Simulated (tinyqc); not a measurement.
UHF in the sto-6g basis, for CH+, spin multiplicity 1, step by step. One step of it, computed by the program tinyqc.

Problem. Iteration 2: DIIS coefficients. Solve [B -1; -1 0][c; lambda] = [0; -1] for the coefficients, which sum to one.

B (overlaps of the stored error matrices):
```
[[2.1057346e-01, 4.2803257e-02],
 [4.2803257e-02, 1.3821196e-02]]
```

Give: DIIS coefficients.

Solution.

DIIS coefficients: [-0.209, 1.209]
